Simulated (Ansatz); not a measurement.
We consider diamond-structure Ge, described by r²SCAN (Ansatz, a program for electronic structure, PAW).

The same calculation (at the measured cell, 22.641 Å³/atom) with different numerical settings:

```
run    k mesh  zone-centre TO phonon frequency (cm⁻¹)   rough time
---  --------  --------------------------------------  -----------
1       4×4×4                                   307.6    20 core-s
2       6×6×6                                   301.4    40 core-s
3       8×8×8                                   299.9    50 core-s
4    12×12×12                                   299.0   3 core-min
5    16×16×16                                   298.8   5 core-min
6    20×20×20                                   298.7  10 core-min
```

In the column zone-centre TO phonon frequency the first row differs from the last by +8.9 and the next to last by +0.1.

The last row is no converged limit: other settings stay fixed.
